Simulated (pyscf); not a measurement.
`[NH2][Si]([Cl])([Cl])[Cl]` + `[H]` [doublet] → `[Cl][Si]([Cl])[Cl]` [doublet] + `[NH3]`, a substitution at N (doublet surface; N–Si broken, H–N formed). Structures and frequencies: ωB97X-D3(BJ)/def2-SVP in PySCF. Energies in eV from the separated reactants.

Small-basis levels: PySCF, no dispersion term, spherical d functions. AM1 to PM7: differences of heats of formation from MOPAC. Open shells are spin-unrestricted. 

| level | barrier | reaction energy |
|---|---|---|
| HF/STO-3G | 1.57 | -0.62 |
| HF/3-21G | 1.46 | +0.40 |
| MP2/6-31G* | 1.28 | +0.39 |
| SVWN5/6-31G* | -0.03 | -0.01 |
| B3LYP/STO-3G | -0.01 | -0.89 |
| B3LYP/3-21G | 0.19 | 0.00 |
| B3LYP/6-31G* | 0.51 | -0.27 |
| PBE/def2-SVP | 0.32 | -0.17 |
| B3LYP/def2-SVP | 0.55 | -0.23 |
| AM1 | -0.04 | -0.69 |
| PM3 | -0.62 | -0.47 |
| PM6 | 0.06 | +0.28 |
| ωB97M-D3(BJ)/def2-TZVP | 0.84 | +0.01 |

Against the last row the barrier runs from -1.47 (PM3) to +0.73 eV (HF/STO-3G). At SVWN5/6-31G*, B3LYP/STO-3G, AM1, PM3, PM6 this geometry lies under one side, so the entry may be no barrier of that level: it is a single point on another level's saddle. ωB97M-D3(BJ)/def2-TZVP has limits of its own. On the product side the descent ends in a bound adduct, 0.46 eV under the separated species and 1.38 eV under the saddle at ωB97X-D3(BJ)/def2-TZVP. At ωB97X-D3(BJ) the barrier from the zero used here is 0.95 eV. Abstraction by the radical was not located in this set and often lies lower. This is the saddle that the search found; another between the same sides may lie lower. The angle at the attacked N is 132°.
